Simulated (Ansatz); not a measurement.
**C2H2F4: up Jacob's ladder to CCSD(T)**

An exercise on one series of results from a longer session: the logs are not shown, and one member is left open.

The runs use Ansatz 0.2.0, Gaussian basis; functionals in def2-TZVPP, the program's frozen cores in correlated methods.

Plan: LDA (SPW92), PBE-D4, revPBE-D4, BLYP-D4, r2SCAN-D4, B97M-V, PBE0-D4, B3LYP-D4, r2SCANh-D4, r2SCAN0-D4, HSE06-D4, BHLYP-D4, CAM-B3LYP-D4, LC-ωPBE, ωB97X-V, ωB97M-V, B2PLYP, PBE-QIDH; CCSD(T)/def2-SVP; CCSD(T)/def2-TZVPP; CCSD(T)/def2-QZVPP; extrapolation to the limit; RPA on PBE.

**The geometry**

The geometry comes from an earlier relaxation with PBE0-D4 in a triple-zeta def2 set; it is a stationary point, not always the lowest conformer.

SMILES `FCC(F)(F)F`, 8 atoms, charge 0, spin multiplicity 1.

Atoms are counted from 1 here; the program's logs count them from 0.

Bond lengths: F1–C2 1.364 Å, C2–C3 1.514 Å, C2–H7 1.093 Å, C2–H8 1.093 Å, C3–F4 1.332 Å, C3–F5 1.339 Å, C3–F6 1.332 Å. Angles: F1–C2–C3 109.8°, F1–C2–H7 109.7°, F1–C2–H8 109.7°, C3–C2–H7 108.6°, C3–C2–H8 108.6°, H7–C2–H8 110.3°, C2–C3–F4 111.9°, C2–C3–F5 108.9°, C2–C3–F6 111.9°, F4–C3–F5 108.1°, F4–C3–F6 107.8°, F5–C3–F6 108.1°.

Set-up of the first run:

File in.yaml:

```yaml
crystal:
  periodic: [false, false, false]
  atoms:
    - {symbol: F, position_ang: [-0.224613, -1.506534, 0.915157]}
    - {symbol: C, position_ang: [-0.211199, -0.737778, -0.211657]}
    - {symbol: C, position_ang: [0.211238, 0.674252, 0.135451]}
    - {symbol: F, position_ang: [1.434396, 0.711331, 0.662421]}
    - {symbol: F, position_ang: [0.217106, 1.411780, -0.982138]}
    - {symbol: F, position_ang: [-0.624553, 1.243566, 1.002905]}
    - {symbol: H, position_ang: [0.502027, -1.148620, -0.930051]}
    - {symbol: H, position_ang: [-1.212300, -0.705097, -0.647889]}
basis:
  gaussian: {orbitals: def2-TZVPP}
hamiltonian: {xc: lda}
output: {orbitals: {seedname: orbitals}}
```

Command:

```
> ansatz run in.yaml --threads 2 --pin off --events-out ev --progress --plain --max-ram 32768MiB --backend cpu
```

Steps of the session up to this table: LDA; PBE-D4 (GGA); revPBE-D4 (GGA); BLYP-D4 (GGA); r2SCAN-D4 (meta-GGA); B97M-V (meta-GGA); PBE0-D4 (hybrid); B3LYP-D4 (hybrid); r2SCANh-D4 (hybrid); r2SCAN0-D4 (hybrid); HSE06-D4 (hybrid); BHLYP-D4 (hybrid); CAM-B3LYP-D4 (range-separated); LC-ωPBE (range-separated); ωB97X-V (range-separated); ωB97M-V (range-separated); B2PLYP (double hybrid); PBE-QIDH (double hybrid).

One of the session's tables, all rows but one given; the rest of the session is left out.

It belongs to the step «Orbital energies across the functionals». 

```
  functional  HOMO (eV)  LUMO (eV)  gap (eV)
 LDA (SPW92)      -8.83      -0.13      8.70
      PBE-D4      -8.62       0.18      8.81
   revPBE-D4      -8.53       0.31      8.85
     BLYP-D4      -8.60       0.22      8.83
   r2SCAN-D4      -9.06       0.71      9.77
      B97M-V      -9.24       0.57      9.81
     PBE0-D4     -10.49       1.24     11.74
    B3LYP-D4          ?          ?         ?
  r2SCANh-D4      -9.76       1.10     10.85
  r2SCAN0-D4     -10.80       1.64     12.44
    HSE06-D4     -10.08       0.86     10.95
    BHLYP-D4     -12.36       1.95     14.32
CAM-B3LYP-D4     -12.07       2.08     14.16
     LC-ωPBE     -13.31       3.46     16.77
     ωB97X-V     -13.00       3.29     16.29
     ωB97M-V     -12.93       2.85     15.78
```

Q: Estimate the row for B3LYP-D4 from the others.

Worked estimate for «HOMO (eV)». Against the share of exact exchange, BLYP-D4 (0, -8.60), BHLYP-D4 (0.5, -12.36) give a slope of -7.52 per unit share; at 0.2 the line stands at -10.10.

**Answer.** HOMO (eV): -10.27; LUMO (eV): 0.87; gap (eV): 11.15. In «HOMO (eV)» the line misses by +0.17.
